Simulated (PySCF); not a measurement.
hydrogen fluoride cation (FH), SMILES F (connectivity only; charge and spin as stated), charge +1, multiplicity 2. Coordinates come from a PBE-D3(BJ)/def2-TZVPD optimisation. The multiplicity is an assumed one; other spin states were not compared.

All values below come from PBE-D3(BJ)/def2-TZVPD (PySCF).

Harmonic wavenumbers (cm⁻¹): 2897. Rotational constants (GHz): 501.2 (linear); symmetry number 1.

Q: Work out the zero-point energy and the ideal-gas rigid-rotor harmonic-oscillator thermochemistry at 298.15 K and 1 atm.

A: ZPE = ½ Σ hcν = ½ × 2897 cm⁻¹ = 4.14 kcal/mol. H − E(el) = 6.22 kcal/mol. Entropy in cal/(mol K): translation 34.92, rotation 6.99, vibration 0.00, spin 1.38, total 43.29. G − E(el) = -6.69 kcal/mol. Cp = 6.96 cal/(mol K).
